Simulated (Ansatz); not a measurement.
# B2H4O: the cost of one run

Program: Ansatz 0.2.0. Level of theory: RKS B3LYP/def2-TZVP. These are calculated values, not measurements.

### 1 The starting structure

Bond lengths: B1–O2 1.413 Å, O2–B3 1.436 Å, B1–H4 1.166 Å, B1–H5 1.232 Å, B3–H6 1.212 Å, B3–H7 1.211 Å. Angles: B1–O2–B3 103.4°, O2–B1–H4 123.5°, O2–B1–H5 120.5°, H4–B1–H5 115.8°, O2–B3–H6 121.1°, O2–B3–H7 122.4°, H6–B3–H7 116.1°.

Structure file:

```xyz
7

B    -1.0032    0.1066   -0.4828
O    -0.4567   -0.5190    0.6599
B     0.9459   -0.2285    0.5600
H    -1.1198   -0.4249   -1.5146
H    -1.4619    1.2479   -0.4117
H     1.4300    0.7270    1.1276
H     1.7270   -0.9773    0.0160
```

### 2 Relaxing end A

File input.yaml:

```yaml
crystal:
  periodic: [false, false, false]
  atoms:
    - { symbol: B, position_ang: [-1.0032, 0.1066, -0.4828] }
    - { symbol: O, position_ang: [-0.4567, -0.519, 0.6599] }
    - { symbol: B, position_ang: [0.9459, -0.2285, 0.56] }
    - { symbol: H, position_ang: [-1.1198, -0.4249, -1.5146] }
    - { symbol: H, position_ang: [-1.4619, 1.2479, -0.4117] }
    - { symbol: H, position_ang: [1.43, 0.727, 1.1276] }
    - { symbol: H, position_ang: [1.727, -0.9773, 0.016] }
basis:
  gaussian: { orbitals: def2-TZVP }
hamiltonian:
  xc: b3lyp
relax:
  f_tol: 0.02
  max_steps: 50
output:
  orbitals: {}
```

Started as:

```sh
> ansatz run input.yaml --threads 2 --pin off --max-ram 3072MiB --backend cpu --events-out ev --progress --plain --runs-dir out
```

**Question.** How long does this run take on 2 threads of Arm Neoverse V1, shared host, and how much memory does it need?

About 15 s, with a peak of 0.17 GiB.
